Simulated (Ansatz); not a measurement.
Relaxation of BH$_{4}$OSi (7 atoms, charge 0, multiplicity 2), to a largest force component of 0.02 eV/Å in at most 40 steps.

These are results of UKS PBE-D4/def2-SVP (Ansatz), not measurements.

```xyz
7
Properties=species:S:1:pos:R:3:forces:R:3
B -0.911 0.271 -0.625 0.47 -0.51 0.38
Si 0.696 -0.275 0.489 0.20 3.83 -0.46
O 0.696 -1.780 0.723 -0.03 -4.38 0.66
H -1.615 -0.586 -0.946 -0.98 -1.01 -0.48
H -1.041 1.391 -0.880 -0.03 1.46 -0.24
H 0.443 0.647 1.628 -0.10 0.37 0.52
H 1.731 0.333 -0.389 0.48 0.23 -0.38
```

Q: Where does it end, and by what steps?

A: The run converged. After 7 steps the energy has fallen by 0.376 eV; H6 moved furthest, 0.15 Å.

```tsv
step	energy less start (eV)	largest force component (eV/Å)	accepted
0	0.0000	4.376	yes
1	-0.2673	2.395	yes
2	-0.3582	0.645	yes
3	-0.3696	0.301	yes
4	-0.3708	0.195	yes
5	-0.3751	0.075	yes
6	-0.3755	0.047	yes
7	-0.3756	0.006	yes
```

```xyz
7
Properties=species:S:1:pos:R:3
B -0.956 0.209 -0.644
Si 0.719 -0.184 0.491
O 0.626 -1.807 0.688
H -1.728 -0.639 -1.023
H -1.087 1.393 -0.899
H 0.557 0.677 1.727
H 1.869 0.351 -0.340
```

Run time: 24 s on 1 thread of Arm Neoverse V2, on a shared host, peak memory 0.16 GiB.
